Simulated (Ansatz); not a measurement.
Reaction (SMILES): N (NH3) + H+ → [NH4+]
B3LYP-D3(BJ)/def2-TZVP geometries, fixed; electronic energies without zero-point terms; positive where energy is released.
Largest species:
```xyz
5

N      0.0000     0.0000     0.0000
H      0.0143     0.9619    -0.3540
H      0.8334    -0.4977    -0.3293
H     -0.8403    -0.4774    -0.3416
H     -0.0074     0.0132     1.0249
```
Charge +1, spin multiplicity 1.

Basis-set convergence of the proton affinity at CCSD(T) with Ansatz (a program for electronic structure). Cartesian d functions, on some or all atoms, in 6-31G*, 6-31+G*; all else is spherical. Cores are frozen. No added dispersion term, no relativity. Functions are those of the species that has most. Reference: Hartree-Fock in cc-pVQZ plus the correlation part extrapolated as X^-3 from cc-pVTZ and cc-pVQZ, 212.25 kcal/mol, itself unsure by roughly 0.52 kcal/mol (a third of the extrapolation step and of the last Hartree-Fock step). Deviations are taken from unrounded values. Cost is core time over that of 6-311++G(3df,3pd), rough, on shared machines of one kind; a dash marks a row that isn't timed (too short, read off another run, short of memory, by another algorithm or on other hardware).

```csv
basis,functions,proton affinity (kcal/mol),minus reference (kcal/mol),cost
3-21G,17,232.70,20.44,-
6-31G*,23,218.17,5.92,-
6-31+G*,27,213.23,0.97,-
cc-pVDZ,34,220.08,7.82,-
def2-SVP,34,221.19,8.94,-
pcseg-1,34,216.71,4.45,-
6-311G**,42,218.51,6.25,-
aug-cc-pVDZ,59,211.33,-0.92,-
aug-pcseg-1,59,211.28,-0.98,-
def2-TZVPD,73,211.58,-0.67,-
cc-pVTZ,86,214.77,2.52,-
def2-TZVPP,87,213.65,1.40,-
jun-cc-pV(T+d)Z,95,212.25,-0.01,-
def2-TZVPPD,105,212.35,0.09,0.8×
"6-311++G(3df,3pd)",111,212.01,-0.25,1×
aug-cc-pVTZ,138,211.78,-0.48,1×
aug-pcseg-2,138,212.37,0.11,2×
def2-QZVPPD,195,212.08,-0.17,4×
```
